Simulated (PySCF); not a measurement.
Compound: C3H3O2 (charge -1).
Bonds: C1–C2 (double), C2–C3, C3–O4 (double), C3–O5. Hydrogens: H6, H7 on C1; H8 on C2.

The same species was optimised twice, with GFN2-xTB and with PBE0-D3(BJ)/def2-SVP (PySCF), and the same property calculations (PySCF, gas phase) were run on both structures.

```csv
coordinate,GFN2-xTB,PBE0-D3(BJ)/def2-SVP,change
C1–H6 (Å),1.080,1.096,+0.016
C1=C2 (Å),1.320,1.335,+0.015
C2–H8 (Å),1.086,1.099,+0.013
C1–H7 (Å),1.086,1.097,+0.011
C2–C3 (Å),1.551,1.543,-0.008
C3–O5 (Å),1.241,1.247,+0.006
C3=O4 (Å),1.244,1.248,+0.004
H6–C1–H7 (°),116.7,119.3,+2.6
C2–C1–H6 (°),119.3,117.4,-1.9
O4–C3–O5 (°),128.8,130.0,+1.2
C2–C1–H7 (°),124.0,123.3,-0.7
C2–C3–O4 (°),114.6,113.9,-0.7
C1–C2–H8 (°),121.8,121.1,-0.7
C3–C2–H8 (°),114.9,115.4,+0.5
C2–C3–O5 (°),116.5,116.1,-0.4
C1–C2–C3–O4 (°),180,-178,+2
```

Rotational constants: A = 11333, B = 4431, C = 3185 MHz (GFN2-xTB) against A = 11174, B = 4440, C = 3178 MHz (PBE0-D3(BJ)/def2-SVP). Point groups within 0.08 Å: Cs and Cs.

On the GFN2-xTB structure: HOMO (eV) -1.01 [PBE0/pcSseg-1]; LUMO (eV) 4.43 [PBE0/pcSseg-1]; GIAO shielding of C1 (ppm) 73.2 [PBE0/pcSseg-1]; GIAO shielding of C2 (ppm) 26.7 [PBE0/pcSseg-1]; GIAO shielding of C3 (ppm) 19.4 [PBE0/pcSseg-1]; GIAO shielding of O4 (ppm) -27.9 [PBE0/pcSseg-1]; GIAO shielding of O5 (ppm) 36.8 [PBE0/pcSseg-1].

Problem. What do these properties become on the PBE0-D3(BJ)/def2-SVP structure?

Solution. 
```tsv
property	level	on GFN2-xTB	on PBE0-D3(BJ)/def2-SVP	change
HOMO (eV)	PBE0/pcSseg-1	-1.01	-1.09	-0.08
LUMO (eV)	PBE0/pcSseg-1	4.43	4.36	-0.07
energy, GFN2-xTB geometry as zero (kcal/mol)	PBE0/pcSseg-1	0.0	-0.4	-0.4
GIAO shielding of C1 (ppm)	PBE0/pcSseg-1	73.2	69.4	-3.8
GIAO shielding of C2 (ppm)	PBE0/pcSseg-1	26.7	23.6	-3.1
GIAO shielding of C3 (ppm)	PBE0/pcSseg-1	19.4	18.1	-1.3
GIAO shielding of O4 (ppm)	PBE0/pcSseg-1	-27.9	-33.5	-5.6
GIAO shielding of O5 (ppm)	PBE0/pcSseg-1	36.8	34.1	-2.7
```

The heavy atoms differ by 0.012 Å rms after alignment. Among all bonds C1=C2 and C1–H6 change most and about equally (+0.015 to +0.016 Å). Changes are differences of the printed values. Neither structure is proved a minimum here. Geometry: PBE0-D3(BJ)/def2-SVP, one conformer, isolated ion. The geometry's basis has no diffuse functions, a weakness for an anion.

Conformer computed: `[CH2:1]=[CH:2][C:3](=[O:4])[O-:5]`: C1–C2–C3–O4 -178°.
